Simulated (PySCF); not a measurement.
A made-up structure of CH4BN, closed shell:

B1  (0.857, -1.091, 0.297)
C2  (0.343, 0.079, 0.311)
N3  (-0.897, 0.365, -0.599)
H4  (-1.262, -0.391, -1.178)
H5  (-1.330, 1.289, -0.612)
H6  (0.762, 0.870, 0.950)
H7  (1.758, -1.159, 1.009)
(Å)

It is relaxed with PBE-D4/def2-SVP and then PBE0-D4/def2-TZVP (PySCF 2.14 with density fitting (its default auxiliary sets; JK sets also for MP2 and CCSD(T))). Atoms count as bonded within 1.22 times the sum of their covalent radii (H–H: 0.88 Å). The end point is not checked to be a true minimum.

Task: Does its bonding change? (Judge from chemistry; the calculation decides.)

Result: By the calculation: No: no bond forms or breaks.

Where it ends: The first stage lowers the energy by 2.96 eV in 29 steps. It ends as CH₄BN ([BH][CH][NH2]):
```json
{"atom": "B1", "x (Å)": "0.9326", "y (Å)": "-0.8909", "z (Å)": "0.6963"}
{"atom": "C2", "x (Å)": "0.2409", "y (Å)": "0.1950", "z (Å)": "0.1829"}
{"atom": "N3", "x (Å)": "-0.6763", "y (Å)": "0.4693", "z (Å)": "-0.8421"}
{"atom": "H4", "x (Å)": "-1.1483", "y (Å)": "-0.3549", "z (Å)": "-1.1817"}
{"atom": "H5", "x (Å)": "-1.3631", "y (Å)": "1.1606", "z (Å)": "-0.5776"}
{"atom": "H6", "x (Å)": "0.6113", "y (Å)": "1.0896", "z (Å)": "0.7016"}
{"atom": "H7", "x (Å)": "1.6118", "y (Å)": "-1.7175", "z (Å)": "1.1800"}
```

Labels in which every atom is bracketed show which atoms are joined, not bond orders.

For scale, one of the runs: PBE0-D4/def2-TZVP relaxation, 117 basis functions, launched by `OMP_NUM_THREADS=2 python run.py`. Time: 25 s of wall clock on 2 CPU threads of an AMD EPYC 9B14; the host was shared. Peak host memory: 1.1 GiB.
